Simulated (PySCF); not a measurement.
## Ionisation energy of Cl by level of theory

Cl [Ne] 3s2 3p5 (2P) → Cl+ [Ne] 3s2 3p4 (3P), as a difference of total energies. Calculation: PySCF 2.14, in aug-cc-pwCVTZ (8s7p5d3f, 75 functions); the non-relativistic Hamiltonian (point nucleus). Correlated levels: nothing frozen. The calculations carry no spin-orbit coupling.

```tsv
method	ionisation energy (eV)	error (eV)
UHF	11.770	-1.204
MP2 (all electrons)	12.794	-0.180
SCS-MP2 (all electrons)	12.788	-0.186
CCSD (all electrons)	12.744	-0.230
CCSD(T) (all electrons)	12.797	-0.177
```

Reference: 12.974 eV (measured; NIST levels, between the centres of gravity of the two terms).

Errors of the correlated levels include the incompleteness of this basis.
